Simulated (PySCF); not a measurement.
Compound: C₃H₂FNS.
SMILES: `N#CC(=S)CF`

The calculation used MP2 and CCSD/aug-cc-pVDZ in PySCF, restricted Hartree–Fock reference, frozen core, non-relativistic, gas phase, PBE0-D3(BJ)/def2-SVP geometry.

E(HF) = -666.16918 Eh.

(1) How large is the problem?

(2) What are the MP2 and CCSD correlation energies?

(3) What is the T1 diagnostic?

(4) How does correlation change the dipole moment?

Results:

(1) 160 basis functions and 52 electrons; 10 orbitals frozen, which leaves o = 16 correlated occupied and v = 134 virtual orbitals. That is o·v = 2144 singles and o·v(o·v + 1)/2 = 2299440 distinct closed-shell doubles amplitudes before symmetry; the costliest CCSD step grows as o²v⁴ = 8.3 × 10^10.

(2) MP2 -0.9046 Eh and CCSD -0.9311 Eh, which gives totals of -667.07377 and -667.10027 Eh. That is 0.792 eV for each correlated electron at CCSD (2445 kJ/mol in all, 0.140 % of the total energy); MP2 gives 97.2 % of the CCSD value.

(3) 0.0154, below the customary warning level of 0.02. It is the norm of the spatial-orbital singles amplitudes over the root of the number of correlated electrons, so the norm is 0.087.

(4) HF gives 3.76 D and CCSD (unrelaxed density) 3.54 D, a change of -0.22 D.

Connected triples and the basis-set limit are missing.

The job also held the EOM ionisation roots. On Arm Neoverse V2, one thread (shared host), this took 8.5 min of wall time and 2.9 GiB of memory at its peak.

Shape of the structure used: `[N:1]#[C:2][C:3](=[S:4])[CH2:5][F:6]`: C2–C3–C5–F6 1°.

One conformer stands for the species.
